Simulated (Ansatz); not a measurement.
**Molecular dynamics of BHN**

Input:

```yaml
crystal:
  periodic: [false, false, false]
  atoms:
    - { symbol: B, position_ang: [1.008771, -0.215332, 0.53262] }
    - { symbol: "N", position_ang: [-0.071086, 0.013118, -0.037759] }
    - { symbol: H, position_ang: [-0.937685, 0.202215, -0.494861] }
magnetization:
  spin_polarized: true
  initial_magnetization: 1
basis:
  gaussian: { orbitals: def2-SVP }
hamiltonian:
  xc: r2scanh
md:
  timestep: 0.25
  n_steps: 250
  ensemble: nve
  temperature: 300.0
  initial_velocities: maxwell_boltzmann
  seed: 33954
  masses: [{ species: H, mass: 3.016 }]
```

Command:

```bash
$ ansatz run input.yaml --threads 1 --pin off --max-ram 2048MiB --backend cpu --events-out ev --progress --plain --runs-dir out
```

It starts from a relaxed structure.

Output, in part (one step line in 3, the closing report, with atoms numbered from 0):

```
md step     0: t =     0.00 fs  T =   300.0 K  F+E_penalty+E_count = -2177.08335596 eV  E_kin = 0.038778 eV  conserved = -2177.04457796 eV  (29 SCF iters)
md step     3: t =     0.75 fs  T =   284.3 K  F+E_penalty+E_count = -2177.08132181 eV  E_kin = 0.036747 eV  conserved = -2177.04457493 eV  (27 SCF iters)
md step     6: t =     1.50 fs  T =   240.7 K  F+E_penalty+E_count = -2177.07568222 eV  E_kin = 0.031119 eV  conserved = -2177.04456342 eV  (27 SCF iters)
md step     9: t =     2.25 fs  T =   182.2 K  F+E_penalty+E_count = -2177.06809725 eV  E_kin = 0.023550 eV  conserved = -2177.04454696 eV  (26 SCF iters)
md step    12: t =     3.00 fs  T =   126.5 K  F+E_penalty+E_count = -2177.06088884 eV  E_kin = 0.016357 eV  conserved = -2177.04453162 eV  (23 SCF iters)
md step    15: t =     3.75 fs  T =    90.5 K  F+E_penalty+E_count = -2177.05621999 eV  E_kin = 0.011697 eV  conserved = -2177.04452298 eV  (23 SCF iters)
md step    18: t =     4.50 fs  T =    83.4 K  F+E_penalty+E_count = -2177.05530896 eV  E_kin = 0.010785 eV  conserved = -2177.04452386 eV  (22 SCF iters)
md step    21: t =     5.25 fs  T =   104.5 K  F+E_penalty+E_count = -2177.05804529 eV  E_kin = 0.013512 eV  conserved = -2177.04453295 eV  (22 SCF iters)
md step    24: t =     6.00 fs  T =   144.1 K  F+E_penalty+E_count = -2177.06317463 eV  E_kin = 0.018629 eV  conserved = -2177.04454574 eV  (23 SCF iters)
md step    27: t =     6.75 fs  T =   188.4 K  F+E_penalty+E_count = -2177.06891386 eV  E_kin = 0.024357 eV  conserved = -2177.04455713 eV  (26 SCF iters)
md step    30: t =     7.50 fs  T =   225.0 K  F+E_penalty+E_count = -2177.07364313 eV  E_kin = 0.029079 eV  conserved = -2177.04456400 eV  (25 SCF iters)
md step    33: t =     8.25 fs  T =   245.8 K  F+E_penalty+E_count = -2177.07634072 eV  E_kin = 0.031775 eV  conserved = -2177.04456609 eV  (26 SCF iters)
md step    36: t =     9.00 fs  T =   248.2 K  F+E_penalty+E_count = -2177.07664834 eV  E_kin = 0.032084 eV  conserved = -2177.04456480 eV  (26 SCF iters)
md step    39: t =     9.75 fs  T =   233.1 K  F+E_penalty+E_count = -2177.07469653 eV  E_kin = 0.030135 eV  conserved = -2177.04456164 eV  (26 SCF iters)
md step    42: t =    10.50 fs  T =   203.8 K  F+E_penalty+E_count = -2177.07090372 eV  E_kin = 0.026346 eV  conserved = -2177.04455736 eV  (23 SCF iters)
md step    45: t =    11.25 fs  T =   164.9 K  F+E_penalty+E_count = -2177.06587306 eV  E_kin = 0.021321 eV  conserved = -2177.04455199 eV  (23 SCF iters)
md step    48: t =    12.00 fs  T =   122.4 K  F+E_penalty+E_count = -2177.06037313 eV  E_kin = 0.015828 eV  conserved = -2177.04454558 eV  (31 SCF iters)
md step    51: t =    12.75 fs  T =    83.3 K  F+E_penalty+E_count = -2177.05531245 eV  E_kin = 0.010774 eV  conserved = -2177.04453887 eV  (23 SCF iters)
md step    54: t =    13.50 fs  T =    54.9 K  F+E_penalty+E_count = -2177.05163589 eV  E_kin = 0.007103 eV  conserved = -2177.04453320 eV  (23 SCF iters)
md step    57: t =    14.25 fs  T =    43.4 K  F+E_penalty+E_count = -2177.05013942 eV  E_kin = 0.005609 eV  conserved = -2177.04453011 eV  (23 SCF iters)
md step    60: t =    15.00 fs  T =    52.0 K  F+E_penalty+E_count = -2177.05125571 eV  E_kin = 0.006725 eV  conserved = -2177.04453083 eV  (23 SCF iters)
md step    63: t =    15.75 fs  T =    80.0 K  F+E_penalty+E_count = -2177.05488113 eV  E_kin = 0.010345 eV  conserved = -2177.04453589 eV  (23 SCF iters)
md step    66: t =    16.50 fs  T =   121.9 K  F+E_penalty+E_count = -2177.06030349 eV  E_kin = 0.015759 eV  conserved = -2177.04454486 eV  (23 SCF iters)
md step    69: t =    17.25 fs  T =   168.0 K  F+E_penalty+E_count = -2177.06626840 eV  E_kin = 0.021712 eV  conserved = -2177.04455622 eV  (24 SCF iters)
md step    72: t =    18.00 fs  T =   206.0 K  F+E_penalty+E_count = -2177.07120123 eV  E_kin = 0.026634 eV  conserved = -2177.04456742 eV  (24 SCF iters)
md step    75: t =    18.75 fs  T =   224.4 K  F+E_penalty+E_count = -2177.07357596 eV  E_kin = 0.029001 eV  conserved = -2177.04457519 eV  (31 SCF iters)
md step    78: t =    19.50 fs  T =   215.1 K  F+E_penalty+E_count = -2177.07237875 eV  E_kin = 0.027802 eV  conserved = -2177.04457632 eV  (22 SCF iters)
md step    81: t =    20.25 fs  T =   177.8 K  F+E_penalty+E_count = -2177.06754569 eV  E_kin = 0.022977 eV  conserved = -2177.04456902 eV  (24 SCF iters)
md step    84: t =    21.00 fs  T =   120.9 K  F+E_penalty+E_count = -2177.06018517 eV  E_kin = 0.015631 eV  conserved = -2177.04455444 eV  (23 SCF iters)
md step    87: t =    21.75 fs  T =    60.8 K  F+E_penalty+E_count = -2177.05239250 eV  E_kin = 0.007855 eV  conserved = -2177.04453717 eV  (23 SCF iters)
md step    90: t =    22.50 fs  T =    16.1 K  F+E_penalty+E_count = -2177.04659960 eV  E_kin = 0.002076 eV  conserved = -2177.04452386 eV  (23 SCF iters)
md step    93: t =    23.25 fs  T =     1.1 K  F+E_penalty+E_count = -2177.04466463 eV  E_kin = 0.000145 eV  conserved = -2177.04451999 eV  (22 SCF iters)
md step    96: t =    24.00 fs  T =    20.1 K  F+E_penalty+E_count = -2177.04712949 eV  E_kin = 0.002603 eV  conserved = -2177.04452688 eV  (22 SCF iters)
md step    99: t =    24.75 fs  T =    65.8 K  F+E_penalty+E_count = -2177.05304314 eV  E_kin = 0.008502 eV  conserved = -2177.04454106 eV  (23 SCF iters)
md step   102: t =    25.50 fs  T =   122.8 K  F+E_penalty+E_count = -2177.06042857 eV  E_kin = 0.015872 eV  conserved = -2177.04455654 eV  (23 SCF iters)
md step   105: t =    26.25 fs  T =   174.3 K  F+E_penalty+E_count = -2177.06709991 eV  E_kin = 0.022532 eV  conserved = -2177.04456806 eV  (24 SCF iters)
md step   108: t =    27.00 fs  T =   207.5 K  F+E_penalty+E_count = -2177.07139992 eV  E_kin = 0.026827 eV  conserved = -2177.04457302 eV  (24 SCF iters)
md step   111: t =    27.75 fs  T =   216.7 K  F+E_penalty+E_count = -2177.07257926 eV  E_kin = 0.028008 eV  conserved = -2177.04457159 eV  (24 SCF iters)
md step   114: t =    28.50 fs  T =   202.9 K  F+E_penalty+E_count = -2177.07079305 eV  E_kin = 0.026227 eV  conserved = -2177.04456562 eV  (24 SCF iters)
md step   117: t =    29.25 fs  T =   172.5 K  F+E_penalty+E_count = -2177.06685394 eV  E_kin = 0.022297 eV  conserved = -2177.04455743 eV  (24 SCF iters)
md step   120: t =    30.00 fs  T =   134.3 K  F+E_penalty+E_count = -2177.06190584 eV  E_kin = 0.017357 eV  conserved = -2177.04454908 eV  (23 SCF iters)
md step   123: t =    30.75 fs  T =    97.4 K  F+E_penalty+E_count = -2177.05712709 eV  E_kin = 0.012585 eV  conserved = -2177.04454209 eV  (24 SCF iters)
md step   126: t =    31.50 fs  T =    69.4 K  F+E_penalty+E_count = -2177.05351067 eV  E_kin = 0.008973 eV  conserved = -2177.04453737 eV  (24 SCF iters)
md step   129: t =    32.25 fs  T =    55.7 K  F+E_penalty+E_count = -2177.05173272 eV  E_kin = 0.007197 eV  conserved = -2177.04453524 eV  (31 SCF iters)
md step   132: t =    33.00 fs  T =    58.5 K  F+E_penalty+E_count = -2177.05210314 eV  E_kin = 0.007568 eV  conserved = -2177.04453560 eV  (23 SCF iters)
md step   135: t =    33.75 fs  T =    77.7 K  F+E_penalty+E_count = -2177.05457992 eV  E_kin = 0.010042 eV  conserved = -2177.04453810 eV  (23 SCF iters)
md step   138: t =    34.50 fs  T =   110.4 K  F+E_penalty+E_count = -2177.05881698 eV  E_kin = 0.014275 eV  conserved = -2177.04454239 eV  (23 SCF iters)
md step   141: t =    35.25 fs  T =   152.1 K  F+E_penalty+E_count = -2177.06421123 eV  E_kin = 0.019663 eV  conserved = -2177.04454832 eV  (23 SCF iters)
md step   144: t =    36.00 fs  T =   196.3 K  F+E_penalty+E_count = -2177.06993133 eV  E_kin = 0.025376 eV  conserved = -2177.04455569 eV  (26 SCF iters)
md step   147: t =    36.75 fs  T =   235.1 K  F+E_penalty+E_count = -2177.07495119 eV  E_kin = 0.030387 eV  conserved = -2177.04456371 eV  (26 SCF iters)
md step   150: t =    37.50 fs  T =   259.8 K  F+E_penalty+E_count = -2177.07815484 eV  E_kin = 0.033584 eV  conserved = -2177.04457085 eV  (27 SCF iters)
md step   153: t =    38.25 fs  T =   263.1 K  F+E_penalty+E_count = -2177.07858002 eV  E_kin = 0.034006 eV  conserved = -2177.04457441 eV  (27 SCF iters)
md step   156: t =    39.00 fs  T =   241.5 K  F+E_penalty+E_count = -2177.07579157 eV  E_kin = 0.031220 eV  conserved = -2177.04457167 eV  (27 SCF iters)
md step   159: t =    39.75 fs  T =   198.7 K  F+E_penalty+E_count = -2177.07024493 eV  E_kin = 0.025683 eV  conserved = -2177.04456158 eV  (26 SCF iters)
md step   162: t =    40.50 fs  T =   145.9 K  F+E_penalty+E_count = -2177.06340742 eV  E_kin = 0.018861 eV  conserved = -2177.04454626 eV  (26 SCF iters)
md step   165: t =    41.25 fs  T =    99.9 K  F+E_penalty+E_count = -2177.05744300 eV  E_kin = 0.012912 eV  conserved = -2177.04453113 eV  (23 SCF iters)
md step   168: t =    42.00 fs  T =    77.0 K  F+E_penalty+E_count = -2177.05447750 eV  E_kin = 0.009955 eV  conserved = -2177.04452234 eV  (23 SCF iters)
md step   171: t =    42.75 fs  T =    86.8 K  F+E_penalty+E_count = -2177.05573747 eV  E_kin = 0.011213 eV  conserved = -2177.04452400 eV  (23 SCF iters)
md step   174: t =    43.50 fs  T =   127.3 K  F+E_penalty+E_count = -2177.06099028 eV  E_kin = 0.016454 eV  conserved = -2177.04453584 eV  (22 SCF iters)
md step   177: t =    44.25 fs  T =   186.0 K  F+E_penalty+E_count = -2177.06858992 eV  E_kin = 0.024037 eV  conserved = -2177.04455317 eV  (23 SCF iters)
md step   180: t =    45.00 fs  T =   244.1 K  F+E_penalty+E_count = -2177.07611827 eV  E_kin = 0.031549 eV  conserved = -2177.04456920 eV  (25 SCF iters)
md step   183: t =    45.75 fs  T =   284.1 K  F+E_penalty+E_count = -2177.08130390 eV  E_kin = 0.036725 eV  conserved = -2177.04457847 eV  (26 SCF iters)
md step   186: t =    46.50 fs  T =   295.6 K  F+E_penalty+E_count = -2177.08278859 eV  E_kin = 0.038210 eV  conserved = -2177.04457885 eV  (26 SCF iters)
md step   189: t =    47.25 fs  T =   277.5 K  F+E_penalty+E_count = -2177.08044542 eV  E_kin = 0.035874 eV  conserved = -2177.04457166 eV  (26 SCF iters)
md step   192: t =    48.00 fs  T =   237.2 K  F+E_penalty+E_count = -2177.07521869 eV  E_kin = 0.030658 eV  conserved = -2177.04456035 eV  (26 SCF iters)
md step   195: t =    48.75 fs  T =   186.5 K  F+E_penalty+E_count = -2177.06865756 eV  E_kin = 0.024109 eV  conserved = -2177.04454873 eV  (23 SCF iters)
md step   198: t =    49.50 fs  T =   138.1 K  F+E_penalty+E_count = -2177.06238520 eV  E_kin = 0.017846 eV  conserved = -2177.04453970 eV  (23 SCF iters)
md step   201: t =    50.25 fs  T =   101.8 K  F+E_penalty+E_count = -2177.05769324 eV  E_kin = 0.013159 eV  conserved = -2177.04453449 eV  (23 SCF iters)
md step   204: t =    51.00 fs  T =    83.6 K  F+E_penalty+E_count = -2177.05533593 eV  E_kin = 0.010803 eV  conserved = -2177.04453329 eV  (22 SCF iters)
md step   207: t =    51.75 fs  T =    84.8 K  F+E_penalty+E_count = -2177.05549971 eV  E_kin = 0.010964 eV  conserved = -2177.04453551 eV  (23 SCF iters)
md step   210: t =    52.50 fs  T =   103.2 K  F+E_penalty+E_count = -2177.05788229 eV  E_kin = 0.013342 eV  conserved = -2177.04454029 eV  (23 SCF iters)
md step   213: t =    53.25 fs  T =   133.6 K  F+E_penalty+E_count = -2177.06182087 eV  E_kin = 0.017274 eV  conserved = -2177.04454664 eV  (27 SCF iters)
md step   216: t =    54.00 fs  T =   169.3 K  F+E_penalty+E_count = -2177.06643500 eV  E_kin = 0.021882 eV  conserved = -2177.04455346 eV  (27 SCF iters)
md step   219: t =    54.75 fs  T =   202.8 K  F+E_penalty+E_count = -2177.07076939 eV  E_kin = 0.026210 eV  conserved = -2177.04455988 eV  (27 SCF iters)
md step   222: t =    55.50 fs  T =   227.2 K  F+E_penalty+E_count = -2177.07392872 eV  E_kin = 0.029364 eV  conserved = -2177.04456507 eV  (26 SCF iters)
md step   225: t =    56.25 fs  T =   237.0 K  F+E_penalty+E_count = -2177.07519679 eV  E_kin = 0.030628 eV  conserved = -2177.04456832 eV  (26 SCF iters)
md step   228: t =    57.00 fs  T =   228.8 K  F+E_penalty+E_count = -2177.07413801 eV  E_kin = 0.029569 eV  conserved = -2177.04456898 eV  (26 SCF iters)
md step   231: t =    57.75 fs  T =   202.1 K  F+E_penalty+E_count = -2177.07069157 eV  E_kin = 0.026125 eV  conserved = -2177.04456647 eV  (30 SCF iters)
md step   234: t =    58.50 fs  T =   160.2 K  F+E_penalty+E_count = -2177.06526611 eV  E_kin = 0.020706 eV  conserved = -2177.04456022 eV  (23 SCF iters)
md step   237: t =    59.25 fs  T =   110.3 K  F+E_penalty+E_count = -2177.05880740 eV  E_kin = 0.014257 eV  conserved = -2177.04455034 eV  (23 SCF iters)
md step   240: t =    60.00 fs  T =    63.5 K  F+E_penalty+E_count = -2177.05275253 eV  E_kin = 0.008214 eV  conserved = -2177.04453867 eV  (23 SCF iters)
md step   243: t =    60.75 fs  T =    32.7 K  F+E_penalty+E_count = -2177.04875688 eV  E_kin = 0.004228 eV  conserved = -2177.04452900 eV  (23 SCF iters)
md step   246: t =    61.50 fs  T =    28.2 K  F+E_penalty+E_count = -2177.04816621 eV  E_kin = 0.003640 eV  conserved = -2177.04452582 eV  (23 SCF iters)
md step   249: t =    62.25 fs  T =    53.2 K  F+E_penalty+E_count = -2177.05140647 eV  E_kin = 0.006875 eV  conserved = -2177.04453181 eV  (23 SCF iters)
md step   250: t =    62.50 fs  T =    67.2 K  F+E_penalty+E_count = -2177.05322778 eV  E_kin = 0.008692 eV  conserved = -2177.04453574 eV  (31 SCF iters)
Total energy: -2177.05323581 eV, -80.0052307565 hartree
Atom 0 at     1.000857    -0.197411     0.530229 Å, force     1.029751    -0.284211     0.536608 eV/Å
Atom 1 at    -0.072430    -0.014581    -0.041550 Å, force     0.058057     0.056528     0.038240 eV/Å
Atom 2 at    -0.903078     0.266621    -0.468685 Å, force    -1.087807     0.227683    -0.574848 eV/Å
Dipole moment:    -0.094109     0.057915    -0.045524 e Å
```

The run went to its last step. The conserved energy stayed within 0.02 meV per atom of its start (net change 0.014 meV per atom), so the integration is sound. Over the second half the temperature averaged 0.52 of the 300 K drawn at the start: a run that starts near a minimum puts about half its kinetic energy into the potential. A run of 0.062 ps of so small a system gives no equilibrium averages.

The same pairs are bonded in the first frame and the last. Pairs count as bonded within 1.25 times the sum of covalent radii (0.12 Å more for H–H).

Last frame:

```xyz
3
Properties=species:S:1:pos:R:3
B 1.001 -0.197 0.530
N -0.072 -0.015 -0.042
H -0.903 0.267 -0.469
```

Run time: 3.5 min on 1 thread of Arm Neoverse V2, on a shared host, peak memory 0.098 GiB.
